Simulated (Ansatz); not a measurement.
# Al2H2 (singlet): from Hartree-Fock to the top rungs, 6-31G

The task here is to estimate one member of a computed series from the others.

Method: 6-31G, core rule «outside noble gas», up to 10 orbitals frozen; program: Ansatz 0.2.0, Gaussian basis.

To be run: UHF; CCSD(T) on RHF; CCSD(T) on UHF; BCCD(T) on RHF; CISD; CCSDT(Q) on RHF; CCSDT(Q) on UHF; CISDTQ; CCSDTQ on RHF; CASSCF and MRCISD+Q, 8 electrons in 10 orbitals; CASSCF and MRCISD+Q(relaxed), 8 electrons in 10 orbitals; CASSCF and NEVPT2, 8 electrons in 10 orbitals; Full CI.

9 further runs of the same task are left out: 2 that didn't finish, 7 set aside as unsound or not needed.

### The geometry

The geometry is a PBE0/def2-TZVP stationary point (not a proven minimum).

4 atoms, charge 0, spin multiplicity 1.

Atoms are counted from 1 here; the program's logs count them from 0.

Bond lengths: Al1–Al2 2.634 Å, Al1–H3 1.617 Å, Al1–H4 1.823 Å, Al2–H4 1.894 Å. Angles: Al2–Al1–H3 148.7°, Al2–Al1–H4 46.0°, H3–Al1–H4 102.7°, Al1–Al2–H4 43.8°, Al1–H4–Al2 90.2°.

The first run:

Contents of in.yaml:

```yaml
crystal:
  periodic: [false, false, false]
  atoms:
    - {symbol: Al, position_ang: [0.000000, 0.092491, 1.264725]}
    - {symbol: Al, position_ang: [0.000000, -0.019298, -1.366900]}
    - {symbol: H, position_ang: [0.000000, -0.688202, 2.680370]}
    - {symbol: H, position_ang: [0.000000, -1.271083, 0.054761]}
basis:
  gaussian: {orbitals: 6-31G}
magnetization: {spin_polarized: true, initial_magnetization: 0}
hamiltonian: {xc: hf}
output: {orbitals: {seedname: orbitals}}
```

The run is started by

```sh
$ ansatz run in.yaml --threads 1 --pin off --events-out ev --progress --plain --max-ram 2393MiB
```

Steps of the session up to this table: UHF; CCSD(T) on RHF; CCSD(T) on UHF; BCCD(T) on RHF; CISD; CCSDT(Q) on RHF; CCSDT(Q) on UHF; CISDTQ; CCSDTQ on RHF; CASSCF and MRCISD+Q, 8 electrons in 10 orbitals; CASSCF and MRCISD+Q(relaxed), 8 electrons in 10 orbitals; CASSCF and NEVPT2, 8 electrons in 10 orbitals; Full CI.

One table of the session follows, with a row left open; its other results are not shown here.

| method | from FCI (meV) |
| --- | --- |
| RHF | ? |
| UHF | +2714.3 |
| RMP2 | +906.1 |
| CISD | +272.8 |
| RCCSD | +94.4 |
| RCCSD(T) | +30.3 |
| BCCD(T) | +29.9 |
| RCCSDT | +6.9 |
| CISDTQ | +11.7 |
| RCCSDT(Q) | +1.9 |
| RCCSDTQ | +0.2 |
| CASSCF valence | +586.4 |
| NEVPT2 valence | +175.8 |
| MRCISD valence | +22.6 |
| MRCISD+Q valence | +11.2 |
| MRCISD+Q(relaxed) valence | -2.5 |
| FCI | 0 |

Estimate the missing values for RHF.

The run gave: from FCI (meV): +2743.4. In the column «from FCI (meV)» it is the highest.

Among the levels timed on like hardware and quicker than the yardstick, those that no quicker one beats, quickest first: RCCSD(T) (0.27 s, +30.3 meV); BCCD(T) (0.3 s, +29.9 meV); RCCSDT(Q) (0.75 s, +1.9 meV); RCCSDTQ (7.5 s, +0.2 meV).

Not comparable, so not listed: CCSD(T) on UHF; CCSDT(Q) on UHF (they don't share determinant, frozen orbitals or solution with the rows shown, or repeat one).

To keep in mind: The yardstick is full CI for this spin, exact in this basis with these frozen cores. MRCISD+Q(relaxed) valence falls below full CI: the +Q correction isn't variational, and the cores differ from full CI's. Of the multireference levels listed MRCISD+Q(relaxed) valence comes nearest in total energy (-2.5 meV), which doesn't show that its space is the better one.
